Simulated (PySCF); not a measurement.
C₄H₅Cl.
Geometry (GFN2-xTB, Å), atoms numbered from 1 in this order:
```xyz
10
C4H5Cl angstrom
C      2.1088   -0.1208    0.1396
C      0.8586   -0.3065   -0.1298
C     -0.3977   -0.4731   -0.4173
C     -1.4663    0.4858   -0.0172
Cl    -2.4903   -0.2376    1.2793
H      2.5499   -0.4865    1.0529
H      2.7666    0.3980   -0.5394
H     -0.7255   -1.3632   -0.9378
H     -1.0525    1.4066    0.3912
H     -2.1427    0.7018   -0.8441
```

Method: PBE0/pcSseg-1 in PySCF (dipole) on a GFN2-xTB geometry, gas phase.

Masses are those of the commonest isotopes; rigid-rotor values at the optimised geometry. The values belong to one conformer with, in the numbering `[CH2:1]=[C:2]=[CH:3][CH2:4][Cl:5]`, C2–C3–C4–Cl5 -109°.

(1) What are A, B and C (MHz)?

(2) What kind of rotor is it?

(3) What does the inertial defect say?

(4) Predict some low-J microwave lines.

## Answers

(1) Ia = 36.39, Ib = 299.89, Ic = 314.34 u·Å²; 505379 MHz·u·Å²/I gives A = 13886, B = 1685, C = 1608 MHz.

(2) A near-prolate asymmetric top. Ray's parameter κ = (2B − A − C)/(A − C) = -0.987; −1 is the prolate and +1 the oblate limit.

(3) Not planar: Δ = Ic − Ia − Ib = -21.94 u·Å². For a rigid frame Δ = −2 Σ m c², so Σ m c² = 10.97 u·Å² lies off the ab plane: 4.96 from hydrogen and 6.01 from heavier atoms. The atom farthest from that plane is 1.48 Å away.

(4) The dipole components are |μa| = 1.86 D, |μb| = 1.05 D, |μc| = 0.57 D. The squared components, which scale the intensities, stand as 1.00 : 0.32 : 0.09 (a : b : c). Some lines, for components of 0.1 D or more:

```
type  branch         J(Ka,Kc)    MHz  lower level (cm⁻¹)
   a       R  2(1,1) ← 1(1,0)   6663               0.519
   c       Q  4(1,4) ← 4(0,4)  11857               1.098
   c       Q  2(1,2) ← 2(0,2)  12124               0.330
   a       R  4(2,3) ← 3(2,2)  13172               2.292
   a       R  4(3,2) ← 3(3,1)  13173               4.333
   a       R  4(3,1) ← 3(3,0)  13173               4.333
   b       Q  4(2,2) ← 4(1,3)  36337               1.520
   b       Q  3(2,2) ← 3(1,3)  36951               1.060
   b       Q  4(2,3) ← 4(1,4)  37107               1.494
   b       R  4(2,3) ← 3(1,2)  49658               1.075
   b       Q  3(3,1) ← 3(2,2)  61198               2.292
   c       R  3(3,1) ← 2(2,1)  71077               1.963
   b       R  4(3,2) ← 3(2,1)  74368               2.292
   b       R  4(3,1) ← 3(2,2)  74370               2.292
   c       Q  4(4,1) ← 4(3,1)  85676               4.773
   b       R  4(4,1) ← 3(3,0)  98848               4.333
   c       R  4(4,1) ← 3(3,1)  98848               4.333
```

No frequency check. No vibrational averaging or centrifugal distortion is included, and the geometry carries the error of its method. Quadrupole hyperfine structure (35Cl) is left out.
